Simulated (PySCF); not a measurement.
Bonds broken one at a time in the series Ga Cl-OH. Isolated molecules, 0 K electronic values unless said otherwise. One relaxed conformer stands for each flexible species; it need not be the lowest. Strings in code marks are SMILES.

Calculation: PySCF with PBE0-D4/def2-TZVP. 

| species | dipole moment (D) | highest occupied spin orbital (eV) |
|---|---|---|
| whole molecule (`[Cl][Ga]([Cl])[Cl]`) | [?] | – |
| radical fragment (`[Cl]`) | 0.00 | -9.54 |
| radical fragment (`[Cl][Ga][Cl]`) | 1.76 | -7.08 |
| whole molecule (`[OH][Ga]([Cl])[Cl]` (H–O–Ga–Cl torsion 180°)) | – | – |
| radical fragment (`[OH]`) | 1.77 | [?] |
| radical fragment (`[OH][Ga][Cl]` (H–O–Ga–Cl torsion 180°)) | – | -6.75 |

Task: Complete the blanks.

Result: 
- whole molecule (`[Cl][Ga]([Cl])[Cl]`), dipole moment (D): 0.00
- radical fragment (`[OH]`), highest occupied spin orbital (eV): -9.09
